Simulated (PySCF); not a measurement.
Saddle point of BSiH6F, closed shell (BSiH₅ ([BH2][SiH3]) + HF → BH₂F ([BH2][F]) + SiH₄; bonds formed: B1–F6, Si2–H5; bonds broken: B1–Si2, H5–F6), PBE0-D4/def2-TZVP structure:

B1  (-1.022, 0.183, -0.252)
Si2  (0.887, -0.346, 0.516)
H3  (-1.519, 0.932, 0.531)
H4  (-1.562, -0.829, -0.580)
H5  (0.145, 0.635, -1.014)
F6  (-0.675, 1.040, -1.624)
H7  (0.270, -1.063, 1.664)
H8  (1.718, -1.297, -0.269)
H9  (1.757, 0.746, 1.029)
(Å)

Energies are electronic, without zero-point energy. Barriers and step energies count from the start structure reached by relaxing down the imaginary mode; all methods use the PBE0-D4 structures, on which another method's saddle can fall below an end. Program: PySCF 2.14 with density fitting (its default auxiliary sets; JK sets also for MP2 and CCSD(T)). Basis: def2-TZVPP, with def2-QZVPP for the basis limit. Cores are frozen in the correlated methods. B3LYP uses VWN-RPA correlation. Extrapolation: Hartree–Fock as exp(−7.88 √X), correlation as X^−2.97.

```tsv
method	barrier (eV)	step energy (eV)
SPW92	0.247	-1.171
PBE-D4	0.384	-1.369
r2SCAN-D4	?	-1.511
PBE0-D4	?	-1.448
B3LYP-D4	?	-1.655
BHLYP-D4	0.802	-1.754
wB97M-V	0.634	-1.593
HF	1.153	-2.101
MP2	0.628	-1.644
CCSD	0.775	-1.683
CCSD(T)	0.692	-1.623
```

Problem. Fill in the withheld barriers. (To be estimated.)

Solution. By the calculation: PBE0-D4 0.526; r2SCAN-D4 0.467; B3LYP-D4 0.622 eV. Each is the energy of the saddle less that of the start structure, by the same method.

For comparison, the barrier by CCSD(T) at an estimated basis limit (MP2 extrapolated from triple and quadruple zeta, plus CCSD(T) − MP2 in triple zeta) is 0.684 eV.

T1 diagnostic: at most 0.014. The end structure is not quite a true minimum (one mode of 48i cm⁻¹).

Steps of this kind, hydrogen fluoride cutting a network bond, underlie vapour etching and the fluorination step of atomic layer etching.

Labels in which every atom is bracketed show which atoms are joined, not bond orders.

For scale, one of the runs: CCSD(T)/def2-TZVPP, 188 basis functions, launched by `OMP_NUM_THREADS=4 python run.py`. The run took 4 min on 4 CPU threads of an Arm Neoverse V2 (shared host), with 1.9 GiB of host memory at its peak.
